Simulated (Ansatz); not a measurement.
# One element changed: atomization energies of H$_{2}$N–C, Si–NH2, Ge–NH$_{2}$

Ansatz 0.2.0, basis cc-pVDZ; geometries are PBE0/def2-TZVP minima. Wave-function levels freeze the cores with the filled d shells of p-block atoms; HF, MP2 and coupled cluster are restricted for singlets and unrestricted otherwise, atoms included, restricted open-shell where a d shell is frozen. NEVPT2 and MRCISD+Q stand on CASSCF in the full valence space, and MRCISD+Q is size-consistent only roughly. The reference is CCSDT(Q) (coupled cluster only where its series has nearly closed). An error is the level's value less the reference. None of these values is a measured one. Energies are electronic, without zero-point terms. No spin–orbit coupling and no scalar relativity. The set is small: it underbinds, by tens of kJ/mol for each bond, so near ties and functionals' places can change in larger sets. The species are chosen: bound, without strong static correlation by their natural occupations or amplitudes, in their lowest spin state as far as vertical gaps and like structures tell, and with a ladder that closes on the reference, so errors are smaller than for species at large; levels whose determinant breaks symmetry or spin markedly are left out.

```json
{"species": "H2N–C, doublet", "bonds (Å)": "C–N 1.286, N–H 1.022, angles at N 114/123°", "quantity": "atomization", "symmetry of the states": "B2", "reference": "CCSDT(Q)", "value (kJ/mol)": "1173.8", "error CCSD": "-20.7", "error CCSD(T)": "-2.4", "error CCSDT": "-1.6", "error NEVPT2": "-19.6", "error MRCISD+Q": "-10.8"}
{"species": "Ge–NH2, doublet", "bonds (Å)": "N–Ge 1.816, N–H 1.009, angles at N 112/124°", "quantity": "atomization", "symmetry of the states": "B2", "reference": "CCSDT(Q)", "value (kJ/mol)": "998.2", "error CCSD": "-19.3", "error CCSD(T)": "-2.4", "error CCSDT": "-1.7", "error NEVPT2": "-32.8", "error MRCISD+Q": "-11.2"}
```

Problem. One member is withheld: Si–NH2, doublet (N–Si 1.705, N–H 1.010, angles at N 111/124°), where CCSD gives 1029.2 kJ/mol for the atomization. Estimate from the other members what CCSDT(Q) gives.

Solution. The errors of CCSD for the others average -20.0 kJ/mol; taking that off gives 1049.2, which misses by 1.9, against 18.1 without the correction. The computed value at CCSDT(Q) is 1047.3 kJ/mol. Errors against it: CCSD -18.1, CCSD(T) -2.3, CCSDT -1.7, NEVPT2 -36.5, MRCISD+Q -12.8.

The reference falls from C to Ge, by 175.6 kJ/mol in all.
